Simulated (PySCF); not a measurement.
Molecule: SMILES O=CC1CC1, C4H6O.

Geometry:
```tsv
atom	x (Å)	y (Å)	z (Å)
O1	2.404	-1.146	0.141
C2	1.403	-0.551	0.439
C3	0.275	-0.268	-0.471
C4	-1.120	-0.274	0.116
C5	-0.496	1.017	-0.261
H6	1.252	-0.156	1.483
H7	0.413	-0.635	-1.492
H8	-1.913	-0.684	-0.513
H9	-1.217	-0.516	1.179
H10	-0.844	1.530	-1.160
H11	-0.156	1.683	0.538
```

Spin–spin couplings on one PBE0-D3(BJ)/def2-SVP geometry, PySCF, gas phase, non-relativistic, equivalent pairs averaged (without the spin–dipole term); isotopes 1H; basis pcJ-1.

Reference values (Hz): 3J(H7,H8) = 8.0 (measured; solution (compiled); Pretsch, Buehlmann, Badertscher, Structure Determination of Organic Compounds, 4th ed., Springer 2009); 3J(H7,H9) = 4.6 (measured; solution (compiled); Pretsch, Buehlmann, Badertscher, Structure Determination of Organic Compounds, 4th ed., Springer 2009); 2J(H8,H9) = -4.5 (measured; solution (compiled); Pretsch, Buehlmann, Badertscher, Structure Determination of Organic Compounds, 4th ed., Springer 2009).

**Question.** How do the couplings (Hz) change with the functional? Times are CPU seconds on shared hosts with different chips, so compare them loosely.

**Answer.** 
```tsv
functional	functions	3J(H7,H8)	3J(H7,H9)	2J(H8,H9)	mean abs. error	core-s
HF	195	10.8	6.2	-17.4	5.8	9.9
LDA	195	7.5	4.1	-3.3	0.7	13
PBE	195	8.8	5.0	-5.1	0.6	17
KT2	195	10.7	6.3	-7.3	2.4	17
B3LYP	195	9.3	5.2	-5.7	1.0	27
PBE0	195	8.8	5.0	-6.8	1.2	14
B97-2	195	8.2	4.6	-5.5	0.4	13
BHandHLYP	195	9.7	5.4	-8.0	2.0	23
CAM-B3LYP	195	9.2	5.1	-6.1	1.1	19
```

Errors compare magnitudes, without vibrational corrections, and the largest couplings weigh most in the mean. Closest: B97-2 and PBE, practically level; furthest: HF.
